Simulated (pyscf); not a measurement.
Structures and frequencies: ωB97X-D3(BJ)/def2-SVP in PySCF.

Q: For the elementary gas-phase step BH₃ (SMILES B) + H₂N–SiH₃ (SMILES N[SiH3]) → H₂B–NH₂ (SMILES BN) + SiH₄ (SMILES [SiH4]) (singlet surface; B–H, N–Si broken, B–N, H–Si formed), what barrier and reaction energy does ωB97X-D3(BJ)/def2-TZVP give, measured from the separated reactants?

A: ΔE‡ = -47.7 kJ/mol, ΔE = -109.9 kJ/mol. CCSD(T)/def2-TZVPP + ΔMP2(QZVPP) gives -38.0 kJ/mol and -111.4 kJ/mol. Zero-point energy shifts the barrier by +19.5 kJ/mol. It is a four-centre exchange, with an imaginary mode of 207i cm⁻¹. On the reactant side the descent ends in an adduct with a B–N contact (not fully relaxed), 120.9 kJ/mol under the separated species and 73.1 kJ/mol under the saddle at ωB97X-D3(BJ)/def2-TZVP. At ωB97X-D3(BJ) the saddle lies under the separated reactants, which points to a path from their complex (located at ωB97X-D3(BJ) alone). What is counted as formed (B–N) is already present as a longer contact in the reactant adduct; forming that adduct is a step of its own. One saddle was located; it need not be the lowest between these sides. The CCSD(T) − MP2 part came from Ansatz, without density fitting, on the same reference.
